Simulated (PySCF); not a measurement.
Stepwise substitution at one centre (Al Cl-CH3). Gas-phase values, no solvent. Strings in code marks are SMILES.

Method: PBE-D3(BJ)/def2-TZVP // B3LYP-D3(BJ)/def2-TZVP (PySCF). Excitations are Tamm–Dancoff values on a coarser integration grid. The basis has no diffuse functions, so Rydberg states are missing or too high.

```csv
species,S1 excitation (TDA) (eV),HOMO–LUMO gap (eV)
0 of 3 Cl replaced by CH3 (`[Cl][Al]([Cl])[Cl]`),5.90,___
1 of 3 Cl replaced by CH3 (`[Cl][Al]([Cl])[CH3]`),5.97,5.86
2 of 3 Cl replaced by CH3 (`[Al]([CH3])([Cl])[CH3]`),5.27,___
3 of 3 Cl replaced by CH3 (`[CH3][Al]([CH3])[CH3]`),5.18,5.11
```

### Question
What belongs in the gaps?

### Answer

- 0 of 3 Cl replaced by CH3 (`[Cl][Al]([Cl])[Cl]`), HOMO–LUMO gap (eV): 5.78
- 2 of 3 Cl replaced by CH3 (`[Al]([CH3])([Cl])[CH3]`), HOMO–LUMO gap (eV): 5.20
